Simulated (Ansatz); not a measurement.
Geometry optimisation, UKS B3LYP-D4/6-31G* (Ansatz 0.2.0).

Input:

```yaml
crystal:
  periodic: [false, false, false]
  atoms:
    - { symbol: "N", position_ang: [-1.16304, 1.35087, -1.35557] }
    - { symbol: Al, position_ang: [0.24917, 0.30281, -1.01108] }
    - { symbol: Si, position_ang: [0.83785, -1.00158, 1.0139] }
    - { symbol: H, position_ang: [-2.05919, 1.06476, -1.74204] }
    - { symbol: H, position_ang: [-1.22843, 2.35352, -1.1999] }
    - { symbol: H, position_ang: [1.19158, -0.31037, 2.2696] }
    - { symbol: H, position_ang: [2.12467, -1.59692, 0.5575] }
    - { symbol: H, position_ang: [0.04738, -2.16308, 1.46759] }
magnetization:
  spin_polarized: true
  initial_magnetization: 1
basis:
  gaussian: { orbitals: "6-31G*" }
hamiltonian:
  xc: b3lyp
  dispersion: d4
relax:
  f_tol: 0.02
  max_steps: 40
output:
  orbitals: {}
```

Launched with:

```bash
$ ansatz run input.yaml --threads 1 --pin off --max-ram 2048MiB --backend cpu --events-out ev --progress --plain --runs-dir out
```

Task: Where does it end, and by what steps?

Result: It converged. The force dipped under the threshold on the way, but the program's further checks kept it going. After 21 steps the energy has fallen by 0.491 eV; Al2 moved furthest, 0.90 Å.

```tsv
step	energy less start (eV)	largest force component (eV/Å)	accepted
0	0.0000	0.686	yes
1	-0.0719	1.268	yes
2	-0.1688	0.746	yes
3	-0.2586	0.944	yes
4	-0.3377	1.070	yes
5	-0.4493	0.370	yes
6	-0.4814	0.202	yes
7	-0.4836	0.136	yes
8	-0.4706	0.374	no
9	-0.4866	0.266	yes
10	-0.4900	0.019	yes
11	-0.4895	0.067	no
12	-0.4901	0.020	yes
13	-0.4903	0.019	yes
14	-0.4905	0.042	yes
15	-0.4905	0.034	yes
16	-0.4902	0.089	no
17	-0.4906	0.029	yes
18	-0.4907	0.069	yes
19	-0.4908	0.044	yes
20	-0.4909	0.002	yes
21	-0.4909	0.012	yes
```

```xyz
8
Properties=species:S:1:pos:R:3
N -1.083 1.253 -1.247
Al 0.571 1.037 -0.594
Si 0.875 -0.914 0.932
H -1.872 0.648 -1.042
H -1.371 1.997 -1.873
H 1.248 -0.458 2.304
H 1.979 -1.797 0.455
H -0.348 -1.765 1.066
```

Whether the end is a true minimum wasn't checked by a vibrational analysis.

Run time: 2.1 min on 1 thread of Intel(R) Xeon(R) Processor @ 2.70GHz, on a shared host, peak memory 0.17 GiB.
